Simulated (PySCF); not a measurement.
C2H5NO: core ionisation energies

Compound: C2H5NO.
SMILES with atom numbers: `[H]/[N:1]=[CH:2]/[CH2:3][OH:4]`

Computed, not measured: PySCF, delta-SCF UKS SCAN, pcX-2 on the ionised atom, pcseg-1 elsewhere, spin-free X2C. Vertical ΔSCF values, vacuum level as zero.

Problem. What binding energy does each computed site have?

Solution. 
| atom(s) | environment | level | binding energy (eV) | above the level's lowest (eV) | count |
| --- | --- | --- | --- | --- | --- |
| N1 | imine nitrogen | N 1s | 405.16 | 0.00 | 1 |
| C2 | imine carbon | C 1s | 292.53 | 0.00 | 1 |
| C3 | carbinol carbon (C–OH) | C 1s | 292.57 | +0.04 | 1 |
| O4 | alcohol oxygen | O 1s | 538.51 | 0.00 | 1 |

The 2 C 1s values lie within 0.04 eV of each other; Gaussian lines of 0.5 eV full width would blend them into one maximum.

Problem. Which effective nuclear charge Zeff reproduces each element's mean 1s value in the hydrogen-like formula E = 13.606 eV × Zeff²?

Solution. C (Z = 6): mean 292.6 eV, Zeff = 4.64, Z − Zeff = 1.36; N (Z = 7): mean 405.2 eV, Zeff = 5.46, Z − Zeff = 1.54; O (Z = 8): mean 538.5 eV, Zeff = 6.29, Z − Zeff = 1.71. Means run over the listed sites, weighted by atom count.

Problem. Which photon energy gives electrons from C 1s of C3 a kinetic energy of 100 eV, and what is their de Broglie wavelength?

Solution. hν = 292.57 + 100 = 392.57 eV, recoil neglected; λ = 12.264 Å/√(E/eV) = 1.23 Å.

Isolated species at its PBE0-D3(BJ)/def2-SVP geometry (one conformer only).

Hardware: x86-64 server, one thread, on a shared host. Cost: 17 s wall.

Shape of the structure used: `[H]/[N:1]=[CH:2]/[CH2:3][OH:4]`: N1–C2–C3–O4 0°, H–O4–C3–C2 0°.
